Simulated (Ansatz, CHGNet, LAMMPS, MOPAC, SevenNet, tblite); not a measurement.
**Ladder of methods for the TO(Γ) frequency of zinc-blende GaAs**

Reference value: 271 cm⁻¹ (measured, temperature not stated, not corrected to a static lattice, our sources range from 268 to 271; as tabulated in Han and Bester (2011), arXiv:1107.0196).

Problem. What do BOP GaAs.bop.table, GFN2-xTB, PM7 semi-empirical Hartree-Fock (MOPAC), CHGNet 0.3.0, SevenNet-l3i5, LDA, PBE, PBE-D3(BJ), r²SCAN give, and how far is each from the reference?

Solution. 
| level (code) | value (cm⁻¹) | cell (Å³/atom) | difference (%) |
|---|---|---|---|
| BOP GaAs.bop.table (LAMMPS) | 306 | 22.71 | +12.9 |
| GFN2-xTB (tblite) | 166 | 27.62 | -39 |
| PM7 semi-empirical Hartree-Fock (MOPAC) | 299 | 22.42 | +10.3 |
| CHGNet 0.3.0 | 53 | 23.67 | -80 |
| SevenNet-l3i5 | 213 | 23.80 | -21 |
| LDA (Ansatz) | 269 | 21.99 | -0.7 |
| PBE (Ansatz) | 252 | 23.70 | -7.0 |
| PBE-D3(BJ) (Ansatz) | 263 | 22.85 | -3.0 |
| r²SCAN (Ansatz) | 265 | 22.75 | -2.2 |

Leaving aside GFN2-xTB (imaginary modes in this run), CHGNet 0.3.0 (imaginary modes in this run): Once the reference is moved by up to 3.0 % (a margin picked here for doubts on the reference and the settings, and for temperature and zero-point motion) and values within 0.7 % count as equal, the nearest can be LDA (-0.7 %), r²SCAN (-2.2 %) or PBE-D3(BJ) (-3.0 %). Among them SevenNet-l3i5 (-21 %) misses by most.

The measured value isn't corrected to a static lattice, so vibrations enter the comparison.  GFN2-xTB, PM7 semi-empirical Hartree-Fock (MOPAC): the method was fitted mainly to molecules. GFN2-xTB, PM7 semi-empirical Hartree-Fock (MOPAC): the run uses a supercell at the zone centre in place of a k mesh. PBE-D3(BJ): the dispersion coefficients are held fixed in the derivatives. Each level is taken at its own relaxed cell. Cutoffs and k meshes differ between the levels. Ansatz's density-functional and Hartree–Fock values are scalar-relativistic unless marked +SOC, with PAW data made under PBE.

Empirical potentials (BOP GaAs.bop.table) are fitted to chosen data: where that held the value shown, agreement is built in, and what lay outside the fit can be far off. Machine-learned potentials (CHGNet 0.3.0, SevenNet-l3i5) are trained on DFT data: a solid inside that data is no test of them.

Differences are worked out from the printed values.

Ansatz is a first-principles code.
